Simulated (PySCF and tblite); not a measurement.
Results of a calculation; reference values are marked as such.
C4H4N2, numbered as in [N:1]#[C:2][CH2:3][CH2:4][C:5]#[N:6].

Geometries PBE0-D3(BJ)/def2-SVP; weights from PBE0-D3(BJ)/def2-TZVP energies and GFN2-xTB thermal corrections, with symmetry numbers and mirror pairs. Conformers within 4 kcal/mol (GFN2-xTB free energy) were kept, 7 at most. Couplings: B3LYP/pcSseg-1 with pcJ-1 on H (gas phase; spin-dipole term only for pairs with B, N, F, Si or P). Couplings are for ¹H; a prime marks the second kind of pair between the same two sets of atoms. Run with PySCF (density fitting) and tblite.

Torsions listed: C2–C3–C4–C5. Of a mirror pair one member is shown.

```json
{"conformer": "1", "shape": "180°", "weight %": "73.5"}
{"conformer": "2", "shape": "-66°", "weight %": "26.5"}
```

Problem. Give the couplings in each conformer and the averages at 298.15 K (pairs that fast motion interchanges averaged).

Solution. 
```json
{"coupling": "²J(H3,H3)", "pairs": "2", "1": "-19.5", "2": "-19.4", "average (Hz)": "-19.4"}
{"coupling": "³J(H3,H4)", "pairs": "2", "1": "15.9", "2": "3.5", "average (Hz)": "12.6"}
{"coupling": "³J(H3,H4′)", "pairs": "2", "1": "4.5", "2": "10.7", "average (Hz)": "6.2"}
```
